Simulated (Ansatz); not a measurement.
# CH4BO: the cost of one run

Computed with Ansatz 0.2.0 through its Python package. The levels of theory stand in the script.

## (1) The system

Bond lengths: C1–B2 1.527 Å, B2–O3 1.437 Å, C1–H4 1.049 Å, C1–H5 1.163 Å, C1–H6 1.148 Å, O3–H7 0.986 Å. Angles: C1–B2–O3 118.4°, B2–C1–H4 111.1°, B2–C1–H5 110.4°, B2–C1–H6 111.6°, H4–C1–H5 108.0°, H4–C1–H6 110.9°, H5–C1–H6 104.5°, B2–O3–H7 107.0°.

The script holds or builds the structure itself.

## (2) The script

File ch4bo.py:

```python
# -*- coding: utf-8 -*-
import itertools

import ansatz as az
from ase.data import atomic_numbers, covalent_radii
import numpy as np

BASIS_SET = "def2-SVP"
XC = "r2scan"

GEOMETRY = """
C    -0.62320    0.38480   -0.31110
B     0.88290    0.15220   -0.21730
O     1.39330   -0.57990    0.90940
H    -1.14370   -0.52490   -0.35310
H    -0.88110    0.99170   -1.26900
H    -1.00570    1.03540    0.55420
H     1.43880   -1.52730    0.64110
"""


def main():
    geometry = az.Crystal.molecule()
    for line in GEOMETRY.strip().splitlines():
        symbol, *xyz = line.split()
        geometry = geometry.atom(symbol, [float(v) for v in xyz])

    calculation = (
        geometry.calculation()
        .basis(gaussian=BASIS_SET)
        .functional(XC)
        .spin("collinear", total=1)
        .accuracy("medium")
        .scf(lower_state_search="standard")
    )
    symbols = [site.symbol for site in geometry.cartesian_sites]
    start = np.array([site.position_ang for site in geometry.cartesian_sites], dtype=float)
    data = calculation.relax(force_tolerance=0.01).run(threads=1).report
    end = np.array(data["positions_ang"])
    radius = [covalent_radii[atomic_numbers[s]] for s in symbols]
    span = lambda where, i, j: np.linalg.norm(where[i] - where[j])
    bonded = [(i, j) for i, j in itertools.combinations(range(len(symbols)), 2) if min(span(start, i, j), span(end, i, j)) < 1.2 * (radius[i] + radius[j])]
    print("pair        before    after (A)")
    for i, j in bonded:
        print(f"{symbols[i]}{i}-{symbols[j]}{j}".ljust(10), f"{span(start, i, j):8.4f} {span(end, i, j):8.4f}")
    for first, second in list(itertools.combinations(bonded, 2)):
        shared = set(first) & set(second)
        if shared and symbols[(j := shared.pop())] != "H":
            i, k = sorted((set(first) | set(second)) - {j})
            u, v = end[i] - end[j], end[k] - end[j]
            angle = np.degrees(np.arccos(np.clip(u @ v / np.linalg.norm(u) / np.linalg.norm(v), -1, 1)))
            print(f"final angle {symbols[i]}{i}-{symbols[j]}{j}-{symbols[k]}{k}: {angle:.2f} deg")

    minimum = az.Crystal.molecule()
    for symbol, place in zip(symbols, end):
        minimum = minimum.atom(symbol, place.tolist())
    at_minimum = minimum.calculation().spin("collinear", total=1)
    level = lambda method, basis: at_minimum.basis(gaussian=basis).correlation(method).run(threads=1).report
    small, large, cluster = level("mp2", "cc-pVDZ"), level("mp2", "cc-pVTZ"), level("ccsd_t", "cc-pVDZ")
    corr = lambda each: (each["free_energy_ev"] - each["reference_energy_ev"]) / 27.211386246
    mp2_limit = (27 * corr(large) - 8 * corr(small)) / 19
    pieces = {"HF / cc-pVTZ": large["reference_energy_ev"] / 27.211386246, "MP2 correlation, DZ-TZ limit": mp2_limit, "CCSD(T) - MP2 / cc-pVDZ": corr(cluster) - corr(small)}
    for name, value in pieces.items():
        print(f"{name:32s} {value:14.6f} Ha")
    print(f"{'sum':32s} {sum(pieces.values()):14.6f} Ha")
    print("T1 diagnostic", round(cluster["correlation"]["coupled_cluster"]["t1_diagnostic"], 4))


if __name__ == "__main__":
    main()
```

## (3) Launch

Command:

```
> python ch4bo.py
```

**Question.** How long does this script take on 1 thread of Arm Neoverse V2, shared host, and how much memory does it need?

About 52 s, with a peak of 0.33 GiB.
